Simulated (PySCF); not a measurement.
**How good is the calculation?**

Cartesian coordinates in Å; atom numbers follow the order of the lines, from 1:
```xyz
11

C    -1.471   -0.364    0.568
N    -0.157   -0.076    0.062
C     0.412    1.109   -0.202
N     1.634    0.940   -0.655
C     1.764   -0.406   -0.647
N     0.704   -1.063   -0.221
H    -1.398   -0.903    1.513
H    -1.999    0.575    0.726
H    -2.022   -0.974   -0.148
H    -0.094    2.051   -0.050
H     2.660   -0.919   -0.963
```

What is known from experiment: δ 15N N6 -83.6; N4 -129.8; N2 -173.6 ppm (measured; solution, CHCl3; Solvent effects on the nitrogen NMR chemical shifts in 1-methylazoles - a theoretical study, New J. Chem. 2015 (author manuscript)).
δ 15N N6 -80.8; N4 -125.9; N2 -172.9 ppm (measured; solution, dioxane; Solvent effects on the nitrogen NMR chemical shifts in 1-methylazoles - a theoretical study, New J. Chem. 2015 (author manuscript)).

Level of theory: shielding tensors at B97-2/pcSseg-2 (GIAO), geometry: PBE0-D3(BJ)/def2-TZVP, in PySCF (a single conformation, no solvent, rapidly exchanging positions averaged, non-relativistic Hamiltonian).

Problem. Set the calculated values beside the experiment.

Solution. 
Reference values: measured (solution, CHCl3; Solvent effects on the nitrogen NMR chemical shifts in 1-methylazoles - a theoretical study, New J. Chem. 2015 (author manuscript)).
```
atoms                     quantity  reference  computed  computed, scaled
   N6  δ 15N vs neat liquid CH3NO2      -83.6         –             -88.0
   N4  δ 15N vs neat liquid CH3NO2     -129.8         –            -126.1
   N2  δ 15N vs neat liquid CH3NO2     -173.6         –            -177.6
```

Reference values: measured (solution, dioxane; Solvent effects on the nitrogen NMR chemical shifts in 1-methylazoles - a theoretical study, New J. Chem. 2015 (author manuscript)).
```json
{"atoms": "N6", "quantity": "δ 15N vs neat liquid CH3NO2", "reference": "-80.8", "computed": "–", "computed, scaled": "-88.0"}
{"atoms": "N4", "quantity": "δ 15N vs neat liquid CH3NO2", "reference": "-125.9", "computed": "–", "computed, scaled": "-126.1"}
{"atoms": "N2", "quantity": "δ 15N vs neat liquid CH3NO2", "reference": "-172.9", "computed": "–", "computed, scaled": "-177.6"}
```

Computed shifts are σ(ref) − σ with the named reference compound (TMS for H and C) calculated as an isolated molecule at the same level. The measured values may be among those fitted. Shieldings were converted by a linear fit to measured shifts: 15N: δ = -149.27 − 0.914σ (rms 6.8 ppm, 34 shifts vs CH3NO2, solution or neat liquid). A few per cent of atoms miss by over 2 rms, more outside the fitted compound classes.

6 of the 36 published NMR values on file for this molecule are compared. The rest: values from further sources.
